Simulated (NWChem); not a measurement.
All runs are NWChem calculations. System: pyrazine (C$_{4}$H$_{4}$N$_{2}$), charge 0, spin multiplicity 1, at a geometry optimised with PBE0/def2-SVP. Level: RHF/def2-SVP.

Output (cleaned and shortened):

```
             Northwest Computational Chemistry Package (NWChem) 7.3.0
             --------------------------------------------------------

                                NWChem Input Module
                                -------------------

 Scaling coordinates for geometry "geometry" by  1.889725989
 (inverse scale =  0.529177249)

 Turning off AUTOSYM since
 SYMMETRY directive was detected!

                             Geometry "geometry" -> ""
                             -------------------------

 Output coordinates in angstroms (scale by  1.889725989 to convert to a.u.)

  No.       Tag          Charge          X              Y              Z
 ---- ---------------- ---------- -------------- -------------- --------------
    1 C                    6.0000    -0.69838200     0.00000000     1.12977200
    2 C                    6.0000     0.69838200     0.00000000     1.12977200
    3 N                    7.0000     1.39918500     0.00000000     0.00000000
    4 C                    6.0000     0.69838200     0.00000000    -1.12977200
    5 C                    6.0000    -0.69838200     0.00000000    -1.12977200
    6 N                    7.0000    -1.39918500     0.00000000     0.00000000
    7 H                    1.0000    -1.25843200     0.00000000     2.07185400
    8 H                    1.0000     1.25843200     0.00000000     2.07185400
    9 H                    1.0000     1.25843200     0.00000000    -2.07185400
   10 H                    1.0000    -1.25843200     0.00000000    -2.07185400

 Effective nuclear repulsion energy (a.u.)     209.0880123750

            Nuclear Dipole moment (a.u.)
            ----------------------------
        X                 Y               Z
 ---------------- ---------------- ----------------
     0.0000000000     0.0000000000     0.0000000000

      Symmetry information
      --------------------

 Group name             D2h
 Group number             26
 Group order               8
 No. of unique centers     3

      Symmetry unique atoms

     1    3    7


 Summary of "ao basis" -> "" (spherical)
 ------------------------------------------------------------------------------
       Tag                 Description            Shells   Functions and Types
 ---------------- ------------------------------  ------  ---------------------
 *                          def2-svp                  on all atoms

 Summary of "ao basis" -> "ao basis" (spherical)
 ------------------------------------------------------------------------------
[...]
    46      0.208841   4 C  px               60     -0.208841   5 C  px
    31     -0.154367   3 N  s                73     -0.154367   6 N  s

 Vector   21  Occ=2.000000D+00  E=-3.634175D-01  Symmetry=b3g
              MO Center=  8.2D-17,  9.9D-18, -9.0D-16, r^2= 2.9D+00
   Bfn.  Coefficient  Atom+Function         Bfn.  Coefficient  Atom+Function
  ----- ------------  ---------------      ----- ------------  ---------------
     5      0.289186   1 C  py               19      0.289186   2 C  py
    47     -0.289186   4 C  py               61     -0.289186   5 C  py
     8      0.228042   1 C  py               22      0.228042   2 C  py
    50     -0.228042   4 C  py               64     -0.228042   5 C  py

 Vector   22  Occ=0.000000D+00  E= 9.021908D-02  Symmetry=b2u
              MO Center= -8.1D-16, -2.0D-16, -6.7D-16, r^2= 3.2D+00
   Bfn.  Coefficient  Atom+Function         Bfn.  Coefficient  Atom+Function
  ----- ------------  ---------------      ----- ------------  ---------------
    36      0.488203   3 N  py               78      0.488203   6 N  py
    33     -0.333478   3 N  py               75     -0.333478   6 N  py
     8     -0.250431   1 C  py               22     -0.250431   2 C  py
    50     -0.250431   4 C  py               64     -0.250431   5 C  py
     5     -0.170042   1 C  py               19     -0.170042   2 C  py

 Vector   23  Occ=0.000000D+00  E= 1.143486D-01  Symmetry=au
              MO Center=  6.4D-16,  4.6D-19,  1.0D-15, r^2= 3.5D+00
   Bfn.  Coefficient  Atom+Function         Bfn.  Coefficient  Atom+Function
  ----- ------------  ---------------      ----- ------------  ---------------
     8      0.511256   1 C  py               22     -0.511256   2 C  py
    50      0.511256   4 C  py               64     -0.511256   5 C  py
     5      0.288769   1 C  py               19     -0.288769   2 C  py
    47      0.288769   4 C  py               61     -0.288769   5 C  py

 Vector   24  Occ=0.000000D+00  E= 1.966116D-01  Symmetry=ag
              MO Center= -2.8D-16,  1.3D-17,  2.1D-15, r^2= 1.0D+01
   Bfn.  Coefficient  Atom+Function         Bfn.  Coefficient  Atom+Function
  ----- ------------  ---------------      ----- ------------  ---------------
    86      1.113499   7 H  s                91      1.113499   8 H  s
    96      1.113499   9 H  s               101      1.113499  10 H  s
     3     -0.802047   1 C  s                17     -0.802047   2 C  s
    45     -0.802047   4 C  s                59     -0.802047   5 C  s
     9     -0.356384   1 C  pz               23     -0.356384   2 C  pz

 center of mass
 --------------
 x =   0.00000000 y =   0.00000000 z =   0.00000000

 moments of inertia (a.u.)
 ------------------
         280.582603881986           0.000000000000           0.000000000000
           0.000000000000         582.779320765363           0.000000000000
           0.000000000000           0.000000000000         302.196716883378

  Mulliken analysis of the total density
  --------------------------------------

    Atom       Charge   Shell Charges
 -----------   ------   -------------------------------------------------------
    1 C    6     5.92   1.99  0.89  0.23  2.00  0.75  0.06
    2 C    6     5.92   1.99  0.89  0.23  2.00  0.75  0.06
    3 N    7     7.29   1.99  1.02  0.53  2.31  1.41  0.04
    4 C    6     5.92   1.99  0.89  0.23  2.00  0.75  0.06
    5 C    6     5.92   1.99  0.89  0.23  2.00  0.75  0.06
    6 N    7     7.29   1.99  1.02  0.53  2.31  1.41  0.04
    7 H    1     0.93   0.75  0.15  0.02
    8 H    1     0.93   0.75  0.15  0.02
    9 H    1     0.93   0.75  0.15  0.02
   10 H    1     0.93   0.75  0.15  0.02

       Multipole analysis of the density wrt the origin
       ------------------------------------------------

     L   x y z        total         open         nuclear
     -   - - -        -----         ----         -------
     0   0 0 0     -0.000000      0.000000     42.000000

     1   1 0 0     -0.000000      0.000000      0.000000
     1   0 1 0      0.000000      0.000000      0.000000
     1   0 0 1      0.000000      0.000000      0.000000

     2   2 0 0    -31.079026      0.000000    162.299030
     2   1 1 0      0.000000      0.000000      0.000000
     2   1 0 1     -0.000000      0.000000      0.000000
     2   0 2 0    -27.147495      0.000000      0.000000
     2   0 1 1     -0.000000      0.000000      0.000000
     2   0 0 2    -19.920926      0.000000    170.709553

 Task  times  cpu:        1.2s     wall:        1.2s

 Total times  cpu:        1.2s     wall:        1.2s
```

### Question
Write an NWChem input that would produce this output.

### Answer
Several could match; the one computed here: 
```
start mol
memory heap 200 mb stack 900 mb global 1100 mb
geometry units angstroms nocenter noautoz
  C     -0.698382     0.000000     1.129772
  C      0.698382     0.000000     1.129772
  N      1.399185     0.000000     0.000000
  C      0.698382     0.000000    -1.129772
  C     -0.698382     0.000000    -1.129772
  N     -1.399185     0.000000     0.000000
  H     -1.258432     0.000000     2.071854
  H      1.258432     0.000000     2.071854
  H      1.258432     0.000000    -2.071854
  H     -1.258432     0.000000    -2.071854
  symmetry group D2h
end
basis spherical
  * library def2-svp
end
scf
  rhf
  nopen 0
  maxiter 100
  thresh 1e-7
  semidirect memsize 60000000 filesize 0
end
task scf energy
```
